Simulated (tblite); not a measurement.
Species: C2H2N2O.
SMILES with atom numbers: `[cH:1]1[n:2][n:3][cH:4][o:5]1` (hydrogens: H6 on C1; H7 on C4)

Structure optimised with GFN2-xTB, isolated species.

(1) What internal coordinates does the optimisation give?

Results:

(1) 
| bond | length (pm) | order |
| --- | --- | --- |
| C1–N2, N3–C4 | 128.8 | aromatic |
| N2–N3 | 134.7 | aromatic |
| C1–O5, C4–O5 | 134.4 | aromatic |
| C1–H6, C4–H7 | 107.0 | single |

Bonds in one row agree within 1 pm and their mean is given. Orders are formal, as drawn. A selection of angles:
| angle | degrees |
| --- | --- |
| N2–C1–O5 | 112.3 |
| N2–C1–H6 | 127.4 |
| O5–C1–H6 | 120.3 |
| C1–N2–N3 | 106.7 |
| C1–O5–C4 | 102.0 |

The 5-membered ring C1–N2–N3–C4–O5 has internal angles of 102.0° to 112.3°; it is planar, 0.00 Å rms from its mean plane, widest ring torsion 0°. The 5 heavy atoms lie in one plane (0.000 Å rms).

Point group: C2v (every atom within 0.08 Å of its image). Its GFN2-xTB frequencies are all real (lowest 641 cm⁻¹).

These are computed values.
